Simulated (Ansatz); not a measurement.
A made-up structure of AlH₂SO, doublet:

```
5
angstrom
O -0.9905 -0.7140 1.3269
Al -0.5531 -0.1810 -0.2611
S 1.4192 0.7114 -0.4661
H 2.1800 1.5722 -1.1940
H 1.7000 0.5482 0.8397
```

It is relaxed with PBE-D4/def2-SVP and then PBE0-D4/def2-TZVP (Ansatz 0.2.0). Atoms count as bonded within 1.22 times the sum of their covalent radii (H–H: 0.88 Å). The end point is not checked to be a true minimum.

Task: Does its bonding change? (Judge from chemistry; the calculation decides.)

Result: By the calculation: Yes. Formed: O1–H5; broken: S3–H5.

Where it ends: The first stage lowers the energy by 3.69 eV in 25 steps. It ends as AlH₂SO ([OH][Al][SH]):
```xyz
5
angstrom
O -0.1786 -0.1756 1.1636
Al 0.0319 -0.3883 -0.5041
S 1.5796 0.7243 -1.6274
H 2.0048 1.3724 -0.5268
H 0.3179 0.4038 1.7401
```

Labels in which every atom is bracketed show which atoms are joined, not bond orders.

For scale, one of the runs: PBE0-D4/def2-TZVP relaxation, 117 basis functions, launched by `ansatz run in.yaml --threads 2 --pin off --events-out ev --progress --plain --max-ram 4352MiB`. Hardware: 2 CPU threads of an Arm Neoverse V2, shared host. Wall time about 17 s.
